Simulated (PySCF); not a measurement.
Compound: diethyl sulfide, C4H10S.
Structure used (GFN2-xTB), in Å, numbered top down from 1:
```xyz
15
C4H10S angstrom
C     -2.168   -0.207    0.105
C     -1.183    0.813   -0.434
S     -0.064    0.105   -1.694
C      1.146   -0.765   -0.636
C      2.200    0.169   -0.072
H     -2.839    0.266    0.819
H     -1.653   -1.023    0.608
H     -2.757   -0.624   -0.709
H     -0.567    1.238    0.358
H     -1.704    1.619   -0.948
H      1.598   -1.513   -1.286
H      0.592   -1.271    0.153
H      2.908   -0.392    0.535
H      2.740    0.657   -0.879
H      1.746    0.937    0.552
```

ESP-fitted charges (e) from the PBE0/pcSseg-1 density (PySCF), one withheld:

```tsv
atom	bonded to	charge
C1	C2 H6 H7 H8	-0.1184
C2	C1 S3 H9 H10	-0.0262
S3	C2 C4	-0.3172
C4	S3 C5 H11 H12	-0.0335
C5	C4 H13 H14 H15	?
H6	C1	+0.0334
H7	C1	+0.0496
H8	C1	+0.0472
H9	C2	+0.0656
H10	C2	+0.1078
H11	C4	+0.1122
H12	C4	+0.0652
H13	C5	+0.0324
H14	C5	+0.0456
H15	C5	+0.0504
```

Q: What is the charge on C5?

A: The charges add up to the total charge, 0. The others sum to +0.1141, which leaves -0.1141 e for C5 (methyl carbon).

Q: Add each hydrogen's charge to the atom that carries it.

A: C1 +0.0118, C2 +0.1472, C4 +0.1439, C5 +0.0143. Atoms without hydrogen keep their charges.

Q: Across which bond do the charges differ most?

A: C2–S3: -0.0262 on C2 against -0.3172 on S3, a difference of 0.2910 e. The lower charge is on the more electronegative element of the two (Pauling values: S 2.58, C 2.55).

Q: Take the bonds between elements whose Pauling electronegativities differ by more than 0.25. In how many does the more electronegative atom carry the lower charge?

A: In 10 of 10.

Q: How much positive and how much negative charge does this set hold in all?

A: +0.6094 e on 10 atoms and -0.6094 e on 5.

The ESP scheme is a least-squares fit of atom-centred charges to the potential on four shells outside the van der Waals surface, with the total charge fixed. Isolated species at its GFN2-xTB geometry (one conformer only).
